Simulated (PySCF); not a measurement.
Isomers of CH6OSi. Method used: PBE0-D3(BJ)/def2-SVP geometry optimisation, gas phase in PySCF 2.14.0. Energies are electronic, without zero-point or thermal terms, for one conformer each. No frequencies were run at this level. Point groups hold within 0.08 Å.

**Question.** Rank from lowest to highest electronic energy at this level (kcal/mol).
A. `CO[SiH3]`
B. `[CH3:1][SiH2:2][OH:3]` with C1–Si2–O3–H 67°

**Answer.** B (0.0), A (20.8).

As drawn, the lower has an O–H bond and an Si–C bond, which the higher lacks.

| SMILES | E (Eh) | E rel (kcal/mol) | dipole (D) | point group | A, B, C (MHz) |
| --- | --- | --- | --- | --- | --- |
| C[SiH2]O | -406.04214 | 0.0 | 1.77 | – | 19466, 6395, 5338 |
| CO[SiH3] | -406.00892 | 20.8 | 1.11 | Cs | 34004, 5525, 5201 |

**Question.** How do the relative energies change in single points at PBE0/pcSseg-1 (no added dispersion term) on the same geometries?

**Answer.** 
| SMILES | PBE0-D3(BJ)/def2-SVP (kcal/mol) | PBE0/pcSseg-1 (kcal/mol) | shift |
| --- | --- | --- | --- |
| C[SiH2]O | 0.0 | 0.0 | 0.0 |
| CO[SiH3] | 20.8 | 21.9 | +1.1 |

Each column counts from its own lowest isomer. The order is unchanged; the largest shift is 1.1 kcal/mol.
